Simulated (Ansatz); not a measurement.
Consider the ligand exchange at the Al–C bond: `N#[C][AlH2]` + `[OH][AlH2]` → `[AlH2][O][AlH2]` + `C#N`.

Isolated molecules relaxed with PBE0-D4/def2-TZVP in Ansatz; ΔE leaves out vibrations. CCSD(T)/CBS is the MP2 limit (def2-TZVPP, def2-QZVPP) plus CCSD(T) − MP2 in def2-TZVPP, frozen cores. This one scheme is used for every species. DFT in def2-TZVPP. B3LYP here is the variant with VWN-RPA as its local correlation; programs differ in this.

`N#[C][AlH2]`:

Cartesian coordinates in Å:
```
N 1.137 1.461 -1.481
C 0.583 0.750 -0.761
Al -0.346 -0.444 0.450
H -0.957 0.194 1.751
H -0.418 -1.961 0.041
```

`[OH][AlH2]`:

```xyz
5

O    -0.310    0.996    0.626
Al   -0.017   -0.495   -0.126
H     0.135    1.805    0.381
H     1.041   -0.587   -1.302
H    -0.849   -1.719    0.420
```

`[AlH2][O][AlH2]`:

```xyz
7

Al   -1.536   -0.682    0.040
O    -0.001    0.001   -0.004
Al    1.536    0.682   -0.041
H    -1.782   -2.034   -0.745
H    -2.666    0.058    0.865
H     1.869    1.729   -1.180
H     2.579    0.246    1.066
```

`C#N`:

Z-matrix (Å, degrees):
```
C
N 1 1.146
H 1 1.069 2 180.0
```

Question: Is it downhill or uphill in electronic energy at CCSD(T)/CBS, and by how much? (An estimate is asked.)

Answer: The calculation gave: Downhill: ΔE = -90.6 kJ/mol.

Question: What do these levels give: B3LYP-D4, CAM-B3LYP-D4, CAM-B3LYP, RPA@PBE/def2-TZVPP, CCSD/def2-TZVPP, CCSD(T)/def2-TZVPP? (Best estimate.)

Answer: The calculation gave: B3LYP-D4 -92.9, CAM-B3LYP-D4 -95.4, CAM-B3LYP -94.3, RPA@PBE/def2-TZVPP -88.9, CCSD/def2-TZVPP -92.7, CCSD(T)/def2-TZVPP -91.7 kJ/mol.

Largest T1 diagnostic among the species: 0.014.

Leaving LDA and LC-ωPBE aside and taking each functional with its dispersion term where it has one, the values, not all of them listed here, spread over 13.7 kJ/mol, from BHLYP-D4 to revPBE-D4. LDA lies −6.3 kJ/mol from PBE without D4. From BLYP to BHLYP (50 % exact exchange), in def2-TZVPP and without D4, ΔE moves by −4.5 kJ/mol. At CCSD(T), def2-SVP lies −9.0 kJ/mol from the extrapolated value and def2-TZVPP −1.1 kJ/mol.
